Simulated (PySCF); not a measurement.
Ligands exchanged one at a time, Al H-Cl. Gas-phase values, no solvent. Strings in code marks are SMILES.

The S1 excitation (TDA) from two functionals at the same geometries (PBE0-D3(BJ)/def2-TZVP), both in PySCF: PBE-D3(BJ)/def2-TZVP and PBE0-D3(BJ)/def2-TZVP. Excitations are Tamm–Dancoff values on a coarser integration grid. The basis has no diffuse functions, so Rydberg states are missing or too high.

| species | PBE-D3(BJ)/def2-TZVP (eV) |
|---|---|
| 1 of 3 H replaced by Cl (`[AlH2][Cl]`) | 4.96 |
| 2 of 3 H replaced by Cl (`[AlH]([Cl])[Cl]`) | 5.79 |
| 3 of 3 H replaced by Cl | 5.95 |

Task: What does PBE0-D3(BJ)/def2-TZVP give for each?

Result: 
- 1 of 3 H replaced by Cl (`[AlH2][Cl]`): 5.45
- 2 of 3 H replaced by Cl (`[AlH]([Cl])[Cl]`): 6.45
- 3 of 3 H replaced by Cl: 6.71
Over these rows, drawn at random from the members with no instability flagged (it was tested for open shells, ions and some series alone), PBE minus PBE0-D3(BJ): mean -0.64 eV, from -0.76 eV to -0.49 eV.
